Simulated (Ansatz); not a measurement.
# CH₂Si (singlet): the correlation ladder, 6-31G

Aim: climb from Hartree-Fock through coupled cluster and multireference methods for CH₂Si (singlet) at one geometry and basis, and see what each rung misses.

Program: Ansatz 0.2.0, Gaussian basis. Level of theory: 6-31G, core rule «outside noble gas», up to 6 orbitals frozen. These are calculated values, not measurements.

The runs, in order: UHF; CCSD(T) on RHF; CCSD(T) on UHF; BCCD(T) on RHF; CISD; CCSDT(Q) on RHF; CCSDT(Q) on UHF; CISDTQ; CCSDTQ on RHF; CCSDTQ on UHF; CASSCF and MRCISD+Q, 10 electrons in 10 orbitals; CASSCF and MRCISD+Q(relaxed), 10 electrons in 10 orbitals; CASSCF and NEVPT2, 10 electrons in 10 orbitals; Full CI.

4 further runs of the same task are left out: 4 set aside as unsound or not needed.

## Step 1: The system

The geometry is a PBE0/def2-TZVP stationary point (not a proven minimum) of the parent state, kept for this charge and spin.

4 atoms, charge 0, spin multiplicity 1.

Atoms are counted from 1 here; the program's logs count them from 0.

Bond lengths: Si1–C2 1.865 Å, C2–H3 1.091 Å, C2–H4 1.091 Å. Angles: Si1–C2–H3 123.8°, Si1–C2–H4 123.8°, H3–C2–H4 112.4°.

## Step 2: UHF

in.yaml

```yaml
crystal:
  periodic: [false, false, false]
  atoms:
    - {symbol: Si, position_ang: [0.000000, 0.000000, 0.650177]}
    - {symbol: C, position_ang: [0.000000, 0.000000, -1.214577]}
    - {symbol: H, position_ang: [0.000000, -0.906814, -1.821841]}
    - {symbol: H, position_ang: [0.000000, 0.906814, -1.821841]}
basis:
  gaussian: {orbitals: 6-31G}
magnetization: {spin_polarized: true, initial_magnetization: 0}
hamiltonian: {xc: hf}
output: {orbitals: {seedname: orbitals}}
```

On the command line:

```sh
> ansatz run in.yaml --threads 1 --pin off --events-out ev --progress --plain --max-ram 4096MiB --backend cpu
```

After this run come: CCSD(T) on RHF; CCSD(T) on UHF; BCCD(T) on RHF; CISD; CCSDT(Q) on RHF; CCSDT(Q) on UHF; CISDTQ; CCSDTQ on RHF; CCSDTQ on UHF; CASSCF and MRCISD+Q, 10 electrons in 10 orbitals; CASSCF and MRCISD+Q(relaxed), 10 electrons in 10 orbitals; CASSCF and NEVPT2, 10 electrons in 10 orbitals; Full CI.

Before running them: what should the planned runs give, taken together? Wanted: FCI below the RHF energy; RMP2 from FCI; RCCSD from FCI; RCCSD(T) from FCI; RCCSDT(Q) from FCI; NEVPT2 valence from FCI; MRCISD+Q valence from FCI; MRCISD+Q(relaxed) valence from FCI; T1 diagnostic.

As calculated:

```
                          quantity                                                                                               value
          FCI below the RHF energy                                                                                          -4.7589 eV
                     RMP2 from FCI                                                                                          +808.3 meV
                    RCCSD from FCI                                                                                          +187.9 meV
                 RCCSD(T) from FCI                                                                                           +32.7 meV
                RCCSDT(Q) from FCI                                                                                            +1.8 meV
           NEVPT2 valence from FCI                                                                                          +330.5 meV
         MRCISD+Q valence from FCI                                                                                           +17.0 meV
MRCISD+Q(relaxed) valence from FCI                                                                                            -1.1 meV
 levels within 1 kcal/mol (43 meV)  RCCSD(T), BCCD(T), RCCSDT, CISDTQ, RCCSDT(Q), RCCSDTQ, MRCISD+Q valence, MRCISD+Q(relaxed) valence
                     T1 diagnostic                                                                                               0.016
    effectively unpaired electrons                                                                                                0.20
```

In words: RCCSD(T) lands +32.7 meV from the yardstick (0.7 % of the correlation energy). One determinant dominates. Of the multireference levels listed MRCISD+Q(relaxed) valence comes nearest in total energy (-1.1 meV), which doesn't show that its space is the better one. These misses are within one basis, not against nature.
